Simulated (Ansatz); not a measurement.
Input for Ansatz (development build ahead of 0.2.0):

```yaml
crystal:
  periodic: [false, false, false]
  atoms:
    - { symbol: F, position_ang: [0.71, 0.0, 4.3] }
    - { symbol: F, position_ang: [-0.71, 0.0, 4.3] }
    - { symbol: F, position_ang: [0.71, 0.0, 0.0] }
    - { symbol: F, position_ang: [-0.71, 0.0, 0.0] }
basis:
  gaussian: { orbitals: "6-31G" }
hamiltonian:
  xc: hf
```

The input is written out in the form of the current development build from the run's settings.

Results

```json
{
 "Converged": "yes",
 "Total energy": "-397.29210 hartree",
 "Spin squared of the determinant": "0.000"
}
```
